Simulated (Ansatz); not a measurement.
Calculated with Ansatz (gas phase, PBE0-D4/def2-TZVP geometries, no zero-point term in ΔE). CCSD(T)/CBS adds triple-zeta CCSD(T) − MP2 to the extrapolated MP2 energy (def2 sets, frozen cores). This one scheme is used for every species. DFT in def2-TZVPP. B3LYP here is the variant with VWN-RPA as its local correlation; programs differ in this. HSE06 is defined as in plane-wave codes. One conformer a species, not always the lowest.

`O[BH][AlH2]` + HCl → `[AlH2][Cl]` + `BO`  (cleavage of the Al–B bond)

```tsv
level	ΔE (eV)	difference from CCSD(T)/CBS
LDA (SPW92)	-2.00	0.19
PBE-D4	-2.02	0.17
revPBE-D4	-2.01	0.18
BLYP-D4	-2.12	0.07
r2SCAN-D4	-2.21	-0.02
B97M-V	-2.21	-0.02
PBE0-D4	-2.09	0.10
B3LYP-D4	-2.17	0.02
r2SCANh-D4	-2.22	-0.03
r2SCAN0-D4	-2.23	-0.04
HSE06-D4	-2.10	0.09
BHLYP-D4	-2.26	-0.07
CAM-B3LYP-D4	-2.20	-0.01
ωB97X-V	-2.16	0.03
ωB97M-V	-2.21	-0.02
B2PLYP	-2.23	-0.04
PBE-QIDH	-2.20	-0.01
PBE	-2.03	0.16
revPBE	-2.03	0.16
BLYP	-2.13	0.06
r2SCAN	-2.21	-0.02
PBE0	-2.10	0.09
B3LYP	-2.18	0.01
r2SCANh	-2.22	-0.03
r2SCAN0	-2.23	-0.04
HSE06	-2.10	0.09
BHLYP	-2.27	-0.08
CAM-B3LYP	-2.20	-0.01
LC-ωPBE	-2.13	0.06
HF/def2-SVP	-2.38	-0.19
CCSD(T)/def2-SVP	-2.19	0.00
HF/def2-TZVPP	-2.36	-0.17
MP2/def2-TZVPP	-2.28	-0.09
CCSD(T)/def2-TZVPP	-2.15	0.04
HF/def2-QZVPP	-2.36	-0.17
MP2/def2-QZVPP	-2.30	-0.11
SCS-MP2/def2-QZVPP	-2.27	-0.08
HF/CBS(def2)	-2.36	-0.17
MP2/CBS(def2)	-2.31	-0.12
CCSD/CBS(def2)	-2.20	-0.01
CCSD(T)/CBS	-2.19	0
```

Task: What do rigid-rotor, harmonic-oscillator terms from PBE0-D4/def2-TZVP frequencies (298.15 K, 1 bar) make of the CCSD(T)/CBS value? (Best estimate.)

Result: The calculation gave: ΔZPE = +0.08 eV, ΔH = -2.13 eV, ΔS = 1 J/(mol·K), ΔG = -2.14 eV.

Largest T1 diagnostic among the species: 0.014.

From PBE to PBE0 (25 % exact exchange), in def2-TZVPP and without D4, ΔE moves by −0.07 eV. Leaving LDA and LC-ωPBE aside and taking each functional with its dispersion term where it has one, the values spread over 0.25 eV, from BHLYP-D4 to revPBE-D4. In def2-TZVPP, CCSD(T) changes the Hartree–Fock value by +0.21 eV (the triples alone add +0.02 eV) and MP2 by +0.08 eV.
